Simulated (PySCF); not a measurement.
Gas-phase reaction: i-Si4H10 + 4 HF + 2 SiH2F = 6 SiH3F

Method: PySCF energies plus ideal-gas RRHO corrections (1 bar). † marks an energy on the PBE0/def2-TZVP geometry and frequencies; other levels use their own. MP2 freezes the core. 6-31G* has spherical d functions here. Open shells (unrestricted): SiH2F (multiplicity 2); the rest are closed-shell singlets. B3LYP is the form with VWN-RPA correlation. SiH2F: computed as isolated molecules; such fragments, hydroxides, amides, oligomers or adducts are transient or little studied in the gas. MP2 isn't extrapolated to the basis-set limit; its ΔH°(298 K) is -818.7 kJ in def2-SVP and -846.5 kJ in def2-TZVPP. The harmonic model lacks anharmonicity and excited electronic states, which grow with temperature; levels with a mode under 35 cm⁻¹ are left out. Internal rotation in i-Si4H10 is treated as a harmonic vibration of one conformer, which makes the entropy rough.

ΔH° and ΔS° at 298 K: B3LYP/6-31G* -966 kJ, -175 J/K; HF/6-31G* -957 kJ, -171 J/K; M06-2X/def2-TZVP† -875 kJ, -173 J/K; MP2/def2-SVP† -819 kJ, -173 J/K; PBE/def2-SVP -771 kJ, -172 J/K.

Question: With the heat capacities included, give log10 K (1 bar) at 600, 800, 1000, 1400, 2500 K from B3LYP/6-31G*, HF/6-31G*, M06-2X/def2-TZVP†, MP2/def2-SVP†, PBE/def2-SVP.

Answer: 
```tsv
T (K)	B3LYP/6-31G*	HF/6-31G*	M06-2X/def2-TZVP†	MP2/def2-SVP†	PBE/def2-SVP
600	74.3	73.7	66.5	61.6	57.5
800	52.8	52.4	47.1	43.4	40.4
1000	39.9	39.6	35.4	32.4	30.0
1400	25.1	24.9	22.0	19.9	18.2
2500	8.9	8.8	7.3	6.1	5.2
```
